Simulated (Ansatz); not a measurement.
B2H5Cl⁺, that is diborane mono Cl with one electron fewer. The state is a doublet with charge 1. Geometry PBE-D4/def2-TZVP, that of the neutral singlet; atoms count from 1.

```
atom    x (Å)    y (Å)    z (Å)
  B1   0.3625  -0.5861  -0.4804
 Cl2   1.7610  -1.4620   0.1776
  H3  -0.0158  -0.8567  -1.5814
  H4  -0.6856  -0.6253   0.3601
  B5  -0.4680   0.6607   0.4467
  H6  -1.4000   1.1993  -0.0749
  H7  -0.0829   0.9252   1.5468
  H8   0.5288   0.7451  -0.3946
```

(1) Estimate the Mulliken populations from the PBE0/def2-TZVP orbitals of Ansatz.

(2) Where does the spin sit?

(3) And the Mayer bond orders between heavy atoms (over 0.3)?

Answers

(1) 
```csv
atom,charge (e),spin (α − β)
B1,-0.09,0.01
Cl2,0.42,0.73
H3,0.21,0.15
H4,0.23,0.01
B5,-0.28,0.06
H6,0.13,0.01
H7,0.13,0.03
H8,0.23,0.01
```
Mulliken values depend strongly on the basis.

(2) Summed by element: B 0.06, Cl 0.73, H 0.21, of 1 unpaired in all. Largest on single atoms: Cl2 0.73, H3 0.15, B5 0.06.

(3) B1–Cl2 1.16 (1.78 Å); B1–B5 0.71 (1.76 Å).
